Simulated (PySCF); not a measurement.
**A search over the determinants of NaAl**

Unrestricted PBE0; Na aug-pcseg-1, Al aug-pcseg-1; no relativity (PySCF 2.14). Outer shells of the fragments: Na 3s1; Al 3s2 3p1.

Followed along the bond (rough minima from three points):

```tsv
2Ms+1	unpaired	⟨S²⟩ at the start	R at minimum (Å)	Te (eV)
1	none	0.00	3.17	0.00
3	σ ↑, π ↑	2.01	3.01	0.10
1	σ ↑, π ↓	1.01	3.07	0.27
3	π ↑↑	2.01	2.71	0.99
1	π ↑↓	1.01	2.72	1.19
```

Solutions found at the starting distance of 2.770 Å, counted from the lowest of them; the search is not exhaustive and high or unbound solutions are not listed, so other states can lie among these:

| 2Ms+1 | unpaired | term | E (eV) | ⟨S²⟩ | ⟨Lz²⟩ | μ (D) |
| --- | --- | --- | --- | --- | --- | --- |
| 3 | σ ↑, π ↑ | ³Π | 0.00 | 2.01 | 1.00 | -4.84 |
| 1 | none | ¹Σ⁺ | 0.02 | 0.00 | 0.00 | -3.12 |
| 1 | σ ↑, π ↓ | mixed | 0.19 | 1.01 | 1.00 | -4.63 |
| 3 | π ↑↑ | ³Σ⁻ | 0.85 | 2.01 | 0.00 | -6.81 |
| 1 | π ↑↓ | mixed | 1.04 | 1.01 | 2.02 | -6.58 |
| 3 | σ ↑↑ | ³Σ⁺ | 1.17 | 2.00 | 0.00 | 4.74 |
| 1 | none | mixed | 1.62 | 0.00 | 2.00 | -5.77 |
| 3 | π ↑↑ | mixed | 2.99 | 2.01 | 2.01 | 3.04 |
| 3 | σ ↑, δ ↑ | ³Δ | 3.99 | 2.00 | 4.00 | -8.16 |
| 1 | σ ↑, δ ↓ | mixed | 4.01 | 1.01 | 4.00 | -8.15 |

A term symbol is given only where ⟨S²⟩ and ⟨Lz²⟩ are close to those of a pure state; real π, δ and φ orbitals otherwise mix terms. A positive dipole means Na(−)Al(+).

Compare the gap between the two lowest followed solutions at the starting distance with the gap between their minima.

At PBE0 the second solution (triplet, unpaired electrons σ ↑, π ↑) lies -0.02 eV from the first (singlet, closed shell) at 2.770 Å and +0.10 eV at the minima; the two curves relax by different amounts, since their minima lie near 3.01 and 3.17 Å.

Counting both spins, an empty level lies below a filled one in some of these solutions, because spin and occupation are held.
